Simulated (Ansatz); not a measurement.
Working through a rigid scan of one bond length of ClHSSi, SMILES S[Si]Cl

Program: Ansatz 0.2.0 through its Python package.

The cells in order, each with its output:

```python
import warnings

import ansatz as az
from ase import Atoms
import matplotlib.pyplot as plt
import numpy as np
```

```python
warnings.simplefilter("ignore", az.DeckWarning)

atoms = Atoms(["S", "Si", "Cl", "H"], positions=[
    (-0.1646, 0.9556, -0.6123),
    (-0.1173, -0.8568, 0.4488),
    (1.7811, -1.1284, 1.0726),
    (-1.4437, 0.9693, -0.9293),
])
molecule = az.Crystal.molecule_from_ase(atoms)
```

```python
symbols = [site.symbol for site in molecule.cartesian_sites]
start = np.array([site.position_ang for site in molecule.cartesian_sites])
axis = (start[2] - start[1]) / np.linalg.norm(start[2] - start[1])
moving = [2]
lengths, energies = [1.71, 1.86, 2.02, 2.22, 2.52, 3.02, 3.63, 4.44], []
for length in lengths:
    xyz = start.copy()
    xyz[moving] += (length - np.linalg.norm(start[2] - start[1])) * axis
    point = az.Crystal.molecule()
    for symbol, place in zip(symbols, xyz):
        point = point.atom(symbol, place.tolist())
    model = (
        point.calculation()
        .basis(gaussian="def2-SVP")
        .functional("R2SCAN0")
    )
    data = model.run(threads=1, pin="off").report
    energies.append(data["free_energy_ev"])
    print(f"r = {length:6.3f} A  E = {energies[-1]:.5f} eV  <S^2> = {abs(data['mean_field']['state']['spin_squared']):.3f}")

print("energy above the lowest point (eV):", [round(e - min(energies), 3) for e in energies])
plt.figure(figsize=(4.5, 3))
plt.plot(lengths, np.array(energies) - min(energies), "o-")
plt.xlabel("bond length (A)")
plt.ylabel("E - E(min) (eV)")
plt.tight_layout()
plt.savefig("scan.png", dpi=100)
```

    r =  1.710 A  E = -31238.45367 eV  <S^2> = 0.000
    r =  1.860 A  E = -31240.01353 eV  <S^2> = 0.000
    r =  2.020 A  E = -31240.56868 eV  <S^2> = 0.000
    r =  2.220 A  E = -31240.48221 eV  <S^2> = 0.000
    r =  2.520 A  E = -31239.75864 eV  <S^2> = 0.000
    r =  3.020 A  E = -31238.38390 eV  <S^2> = 0.000
    r =  3.630 A  E = -31237.11210 eV  <S^2> = 0.000
    r =  4.440 A  E = -31236.14399 eV  <S^2> = 0.000
    energy above the lowest point (eV): [2.115, 0.555, 0.0, 0.086, 0.81, 2.185, 3.457, 4.425]

Caveats:
- Total energies depend on the basis set; only differences at equal settings carry meaning.
- The rest of the molecule is held rigid at a force-field or estimated start geometry, and the basis set is modest; single-reference methods fail as a bond breaks.
- The orbitals are restricted, so S² is zero by construction.
- Toward dissociation an unrestricted state can lie under the restricted one, by tenths of an eV for polar bonds under a functional and by 1 to 2 eV or more for others.
- The whole script took 24 s on 1 thread of Arm Neoverse V2, with other jobs on the host, peak memory 0.23 GiB.
